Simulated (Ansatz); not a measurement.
Antifluorite Mg2Si was calculated with G0W0@PBEsol in Ansatz (plane waves, hard PAW, contour deformation).

The same calculation (at the measured cell, 21.337 Å³/atom) with different numerical settings; throughout: response cutoff 100 eV, empty bands 267:

```
run  k mesh  quasiparticle gap on the mesh (eV)  quasiparticle gap at Γ (eV)   rough time
---  ------  ----------------------------------  ---------------------------  -----------
1     4×4×4                               0.502                        2.322    50 core-s
2     6×6×6                               0.530                        2.313   6 core-min
3     8×8×8                               0.539                        2.312  50 core-min
```

In the column quasiparticle gap on the mesh (eV) the first row differs from the last by -0.037 and the next to last by -0.009.

The last row is no converged limit: other settings stay fixed.

Ansatz is a quantum-chemistry and plane-wave program.
